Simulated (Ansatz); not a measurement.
Species: C$_{3}$H$_{5}$O, charge 0, multiplicity 2. It need not be the lowest isomer of its formula. SMILES: CC([CH2])=O
Structure (B3LYP-D3(BJ)/def2-TZVP (Ansatz, a first-principles code) minimum search):
```
C
O 1 1.2321
C 1 1.4348 2 120.36
H 3 1.0811 1 118.71 2 0.01
H 3 1.0821 4 119.34 1 180.00
C 1 1.5149 2 121.37 3 -179.98
H 6 1.0873 1 109.61 2 -0.44
H 6 1.0926 7 109.47 1 121.42
H 6 1.0926 7 109.42 8 117.23
```
Charge 0, spin multiplicity 2.

Parts of the frozen-core correlation energy in cc-pVTZ (Ansatz, hartree). Frozen orbitals: 4; correlated occupied orbitals by spin: 12 and 11; virtual: 174 and 175. Open shells are spin-unrestricted. Spin-orbit coupling is left out. Non-relativistic.

```csv
term,value
reference (HF),-191.41360
MP2 opposite-spin,-0.52292
MP2 same-spin,(withheld)
CCSD correlation,(withheld)
(T),(withheld)
T1 diagnostic,0.026
largest doubles amplitude,0.045
<S^2> of the reference,0.899
```

Question: Fill in the missing entries.

Answer: 
- MP2 same-spin, value: -0.16456
- CCSD correlation, value: -0.72940
- (T), value: -0.02995
